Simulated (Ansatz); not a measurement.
**Worked example: correlation energy of CH₃, doublet**

Geometry: displaced at random from a stationary point.

```xyz
4

C     0.0173    0.0064   -0.0025
H     0.9324    0.0288    0.0088
H    -0.6231    0.9105   -0.0018
H    -0.5156   -1.0152    0.0222
```

Basis 6-31G; Ansatz 0.2.0. Correlated methods freeze the noble-gas cores, which leaves 7 electrons in 14 orbitals. R marks a restricted (for open shells ROHF) determinant, U an unrestricted one.

Full CI is exact within this basis and frozen core; it isn't the basis-set limit. The frozen core follows each run's orbitals, which can shift R against U totals by a few meV.

Runs differ by some tens of microhartree through their thresholds and, for an open shell, their frozen cores, so the step to full CI, which has another core, is uncertain by up to 0.1 kcal/mol.

```csv
level,total energy (hartree)
UHF,-39.517276
UMP2,-39.591444
UCCSD,-39.609353
UCCSD(T),-39.610376
UCCSDT,-39.610595
UCCSDT(Q),-39.610673
UCCSDTQ,-39.610677
full CI,-39.610666
```

Task: What is the correlation energy at full CI, and what share of it do UMP2 and UCCSD(T) recover?

Result: E(corr) = -39.610666 − (-39.517276) = -0.093390 hartree = -2.541 eV. UMP2: -0.074168 / -0.093390 = 79.42 %. UCCSD(T): -0.093100 / -0.093390 = 99.69 %.

Task: By how many kcal/mol does UCCSD(T) miss full CI (1 hartree = 627.509 kcal/mol), and which steps make up the rest?

Result: -39.610376 − (-39.610666) = 0.000290 hartree = 0.18 kcal/mol. Steps: UCCSDT − UCCSD(T) = -0.14, UCCSDT(Q) − UCCSDT = -0.05, UCCSDTQ − UCCSDT(Q) = 0.00, full CI − UCCSDTQ = 0.01 kcal/mol. That is within 1 kcal/mol of the reference in this basis, which itself misses far more of the correlation at the basis-set limit.
